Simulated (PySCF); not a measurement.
**SH₃ at several levels of theory**

All levels use the PBE0 minimum (doublet; S–H 1.337 Å, S–H 1.492 Å (×2); H–S–H 88.5° (×2), H–S–H 156.2°), basis [S def2-TZVP, H def2-TZVP], no relativity, density fitting, no spin–orbit coupling, PySCF. For vertical energies the ionised species is a singlet (spins chosen at PBE0 and kept) and the electron-attached one a singlet. Atomisation goes to high-spin ground-configuration atoms, without zero-point energy. Open shells are unrestricted, also as the reference of the correlated levels. A dash marks a value that was not computed or is not defined at that level.

| level | atomisation (kJ/mol) | vertical IP (eV) | vertical EA (eV) | −ε(HOMO) (eV) | dipole (D) |
| --- | --- | --- | --- | --- | --- |
| PBE0 | 742 | 8.39 | -0.18 | 5.72 | 0.81 |
| CCSD(T) | ? | ? | ? | – | – |
| HF | 459 | 7.93 | -1.22 | 8.77 | 0.81 |
| PBE | ? | ? | ? | ? | ? |
| r2SCAN | 764 | 8.48 | -0.22 | 4.94 | 0.82 |
| B3LYP | 753 | 8.46 | -0.05 | 5.54 | 0.77 |
| TPSSh | 778 | 8.47 | -0.19 | 5.29 | 0.80 |
| MP2 | 665 | 8.08 | -0.36 | – | – |
| CAM-B3LYP | 747 | 8.41 | -0.16 | 6.97 | 0.79 |
| M06-L | 732 | 8.26 | -0.07 | 4.63 | 0.78 |

(1) Fill in the row of PBE.

(2) Fill in the row of CCSD(T).

Results:

(1) atomisation (kJ/mol) 762, vertical IP (eV) 8.34, vertical EA (eV) -0.12, −ε(HOMO) (eV) 4.59, dipole (D) 0.78.

(2) atomisation (kJ/mol) 691, vertical IP (eV) 8.10, vertical EA (eV) -0.36.

For SH₃ itself CCSD(T) correlates 9 electrons; T1 = 0.017, D1 = 0.048, (T) = -22 kJ/mol.

Without diffuse functions attachment energies tend to come out too low.
